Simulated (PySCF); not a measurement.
Potential energy curve for SMILES CN (CH₅N). The C1–H7 bond (C1 also carries H, H, N; H7 carries nothing else) is stretched with both fragments frozen at the PBE0/def2-TZVP optimised geometry. Each curve is given relative to its own lowest point near equilibrium.

```
R / Å      A     B      C
-----  -----  ----  -----
0.87    31.2  28.8   30.6
0.94    12.7  11.2   12.5
0.97     7.7   6.6    7.7
1.02     2.5   1.8    2.5
1.06     0.5   0.2    0.5
1.09     0.0   0.0    0.0
1.13     0.4   0.8    0.4
1.15     1.0   1.6    0.9
1.21     3.9   5.2    3.8
1.25     6.7   8.4    6.5
1.35    15.2  18.3   15.0
1.47    27.2  32.1   26.9
1.62    42.9  50.1   42.1
1.82    62.9  68.7   60.7
1.98    77.4  76.7   73.1
2.20    94.6  82.5   86.3
2.39   107.0  85.0   94.4
2.70   123.1  86.7  102.4
2.95   133.1  87.3  105.7
3.28   143.2  87.6  107.7
```

Energies in kcal/mol.

**Question.** Which curve belongs to which method? The methods are SC-NEVPT2 on CASSCF(2,2)/def2-TZVP, all electrons correlated in PySCF; restricted B3LYP/3-21G in PySCF; UHF/def2-TZVP in PySCF.

**Answer.** A is RKS-B3LYP/3-21G; B is UHF; C is NEVPT2.

The unrestricted determinant behind UHF is spin-contaminated at 1.82 to 3.28 Å (<S²> up to 1.0, against 0.00 for a pure singlet). The restricted form behind RKS-B3LYP/3-21G keeps the bonding electrons paired and can't separate into open-shell fragments.
